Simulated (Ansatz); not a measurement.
Born–Oppenheimer molecular dynamics of BFH$_{4}$O (7 atoms, charge 0, multiplicity 1). It starts at the highest image of a converged band. Of that band: The profile has 2 maxima (images 3, 6) with wells between them (image 5): this band takes more than one step, which may be the mechanism or a detour left from its start path. A structure lower than the last end lies on the path between it and the top, so the climb from that side starts below the end, which may itself be a saddle point or a shallow side well. Neighbouring images differ by up to 2.3 eV, so the band resolves the path poorly. A vibrational analysis at the climbing image gives one clearly imaginary mode, 1148i cm⁻¹: a first-order saddle point.

These are results of RKS BLYP-D4/def2-mTZVP (Ansatz), not measurements.

```yaml
ensemble: NVE (velocity Verlet)
time_step: 0.5 fs
steps_asked: 200
starting_velocities_drawn_for: 100 K
seed: 9154
```

Frames 1 fs apart, positions in Å.

Velocities at 20 fs (Å/ps):

```
B 7.36 30.05 -7.37
H -9.09 -57.21 64.73
O -3.15 0.05 5.67
H 4.12 24.88 -17.23
H 6.55 0.27 26.47
F -1.21 -11.21 -9.08
H -7.74 -79.51 86.12
```

```xyz
7
Properties=species:S:1:pos:R:3 time_fs=20 energy_less_start_eV=-1.947 T=3110
B 0.013 0.348 -0.122
H -0.133 -0.727 1.797
O 1.009 -0.505 -0.681
H 1.922 -0.344 -0.331
H -1.113 -0.034 -0.342
F 0.202 1.617 0.410
H -0.045 0.001 1.936
7
Properties=species:S:1:pos:R:3 time_fs=21 energy_less_start_eV=-2.033 T=3243
B 0.021 0.378 -0.130
H -0.142 -0.786 1.863
O 1.006 -0.504 -0.675
H 1.924 -0.319 -0.350
H -1.105 -0.032 -0.315
F 0.201 1.606 0.401
H -0.053 -0.079 2.024
7
Properties=species:S:1:pos:R:3 time_fs=22 energy_less_start_eV=-2.056 T=3279
B 0.028 0.406 -0.140
H -0.151 -0.849 1.929
O 1.002 -0.503 -0.668
H 1.923 -0.293 -0.373
H -1.094 -0.027 -0.287
F 0.200 1.594 0.391
H -0.060 -0.155 2.116
7
Properties=species:S:1:pos:R:3 time_fs=23 energy_less_start_eV=-2.025 T=3231
B 0.035 0.432 -0.151
H -0.161 -0.920 1.995
O 0.998 -0.500 -0.660
H 1.919 -0.267 -0.399
H -1.080 -0.017 -0.260
F 0.200 1.583 0.382
H -0.067 -0.226 2.212
7
Properties=species:S:1:pos:R:3 time_fs=24 energy_less_start_eV=-1.946 T=3109
B 0.042 0.454 -0.164
H -0.172 -0.994 2.062
O 0.994 -0.496 -0.652
H 1.914 -0.241 -0.427
H -1.065 -0.004 -0.233
F 0.200 1.573 0.374
H -0.073 -0.293 2.311
7
Properties=species:S:1:pos:R:3 time_fs=25 energy_less_start_eV=-1.850 T=2963
B 0.048 0.470 -0.179
H -0.182 -1.067 2.129
O 0.989 -0.492 -0.642
H 1.911 -0.215 -0.457
H -1.051 0.011 -0.209
F 0.201 1.565 0.366
H -0.080 -0.363 2.411
7
Properties=species:S:1:pos:R:3 time_fs=26 energy_less_start_eV=-1.793 T=2874
B 0.053 0.480 -0.196
H -0.191 -1.135 2.199
O 0.984 -0.486 -0.633
H 1.909 -0.191 -0.489
H -1.040 0.028 -0.188
F 0.203 1.560 0.360
H -0.088 -0.439 2.510
7
Properties=species:S:1:pos:R:3 time_fs=27 energy_less_start_eV=-1.802 T=2888
B 0.057 0.483 -0.216
H -0.199 -1.196 2.273
O 0.979 -0.479 -0.623
H 1.909 -0.167 -0.523
H -1.035 0.044 -0.172
F 0.205 1.558 0.354
H -0.097 -0.521 2.607
7
Properties=species:S:1:pos:R:3 time_fs=28 energy_less_start_eV=-1.861 T=2978
B 0.059 0.480 -0.238
H -0.207 -1.254 2.348
O 0.975 -0.471 -0.613
H 1.908 -0.145 -0.557
H -1.036 0.060 -0.161
F 0.209 1.558 0.351
H -0.106 -0.608 2.702
7
Properties=species:S:1:pos:R:3 time_fs=29 energy_less_start_eV=-1.930 T=3085
B 0.060 0.472 -0.260
H -0.214 -1.312 2.424
O 0.970 -0.463 -0.604
H 1.905 -0.126 -0.592
H -1.044 0.073 -0.157
F 0.213 1.562 0.348
H -0.115 -0.694 2.797
7
Properties=species:S:1:pos:R:3 time_fs=30 energy_less_start_eV=-1.984 T=3169
B 0.059 0.460 -0.283
H -0.222 -1.375 2.496
O 0.967 -0.454 -0.594
H 1.899 -0.110 -0.626
H -1.059 0.083 -0.160
F 0.219 1.568 0.346
H -0.124 -0.775 2.896
7
Properties=species:S:1:pos:R:3 time_fs=31 energy_less_start_eV=-2.004 T=3199
B 0.055 0.445 -0.305
H -0.231 -1.443 2.566
O 0.965 -0.445 -0.586
H 1.889 -0.097 -0.659
H -1.079 0.090 -0.172
F 0.225 1.575 0.344
H -0.132 -0.851 2.998
```

Of the whole run (100 fs, mean temperature of the second half 3039 K): The conserved energy stayed within 0.27 meV per atom of its start (net change -0.12 meV per atom), so the integration is sound. The kinetic energy rose, since the run started high on the potential surface and went downhill. It ends in pieces (BFH2O + H2), so much of that is their flight and rotation, not heat. A run of 0.1 ps of so small a system gives no equilibrium averages. The orbitals stay closed-shell, which can raise the energy where a bond breaks towards radicals; this wasn't checked here.

Time of the run: 3.9 min on 1 thread of Arm Neoverse V2 (shared host), peak memory 0.12 GiB.
